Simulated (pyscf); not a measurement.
Structures and frequencies: ωB97X-D3(BJ)/def2-SVP in PySCF.

Question: For GeH₂ [singlet] + HF → F–GeH: [singlet] + H₂, a four-centre exchange (singlet surface; Ge–H, F–H broken, F–Ge, H–H formed), PBE/def2-TZVP gives ΔE‡ = -19.4 kJ/mol and ΔE = -101.4 kJ/mol (zero: the separated reactants). In which direction and how far do r²SCAN/def2-TZVP, M06-2X/def2-TZVP, ωB97M-D3(BJ)/def2-TZVP move these?

Answer: r²SCAN: ΔE‡ = -14.1 kJ/mol, ΔE = -104.4 kJ/mol; M06-2X: ΔE‡ = 12.4 kJ/mol, ΔE = -105.4 kJ/mol; ωB97M-D3(BJ): ΔE‡ = 12.0 kJ/mol, ΔE = -94.5 kJ/mol. PBE's barrier lies under all of them, by 5.4 to 31.8 kJ/mol. Its reaction energy lies among theirs. On the reactant side the descent ends in a complex, 33.2 kJ/mol under the separated species and 43.0 kJ/mol under the saddle at ωB97X-D3(BJ)/def2-TZVP. At PBE, r²SCAN the saddle lies under the separated reactants, which points to a path from their complex (located at ωB97X-D3(BJ) alone). At the saddle there is also a short Ge–H contact that neither side keeps. One saddle was located; it need not be the lowest between these sides. Elements up to Kr have no core potential and no relativistic terms here.
